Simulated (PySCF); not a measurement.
Gas-phase reaction: 2 Al(OH)₃ + C₂H₆ + 3 C₄H₁₀ (n-butane) ⇌ 2 AlCH₃ + 6 C₂H₅OH

Energies from PySCF (xtb for GFN2), thermal terms from the rigid-rotor harmonic-oscillator model, ideal gas at 1 bar. S°(298 K) at PBE0/def2-TZVP differs from the NASA 1993 table for C₄H₁₀ (n-butane) (-9 J/mol/K), C₂H₅OH (-11 J/mol/K); whether the harmonic model or the table's entry is off was not settled. † marks an energy on the PBE0/def2-TZVP geometry and frequencies; other levels use their own. MP2 freezes the core. 6-31G* has spherical d functions here. All species are closed-shell singlets. B3LYP is the form with VWN-RPA correlation. No R ln 2 is added for the mirror-image form of C₂H₅OH. Al(OH)₃, AlCH₃: computed as isolated molecules; such fragments, hydroxides, amides, oligomers or adducts are transient or little studied in the gas. MP2 isn't extrapolated to the basis-set limit; its ΔH°(298 K) is 1398.9 kJ in def2-SVP and 1450.0 kJ in def2-TZVPP. The harmonic model lacks anharmonicity and excited electronic states, which grow with temperature; levels with a mode under 35 cm⁻¹ are left out. Internal rotation in C₂H₆, C₄H₁₀ (n-butane), C₂H₅OH is treated as a harmonic vibration of one conformer, which makes the entropy rough.

| level | ΔE electronic, kJ | ΔH°(298 K), kJ | ΔS°(298 K), J/K | ΔG°(1600 K), kJ |
|---|---|---|---|---|
| B3LYP/6-31G* | 1254 | 1244 | 354 | 724 |
| B3LYP/def2-TZVP† | 1324 | 1314 | 360 | 782 |
| BLYP/def2-TZVP† | 1282 | 1272 | 360 | 740 |
| GFN2-xTB | 1642 | 1616 | 354 | 1093 |
| HF/6-31G* | 1272 | 1269 | 361 | 740 |
| MP2/def2-SVP† | 1410 | 1399 | 360 | 868 |
| PBE/def2-SVP | 1242 | 1230 | 352 | 715 |
| PBE/def2-TZVP† | 1285 | 1274 | 360 | 743 |
| PBE0/def2-SVP† | 1276 | 1266 | 360 | 734 |
| ωB97M-V/def2-TZVP† | 1358 | 1347 | 360 | 816 |
| ωB97X-V/def2-TZVP† | 1370 | 1360 | 360 | 828 |
ΔH° is lowest at PBE/def2-SVP and highest at GFN2-xTB. No reference value is set beside these.
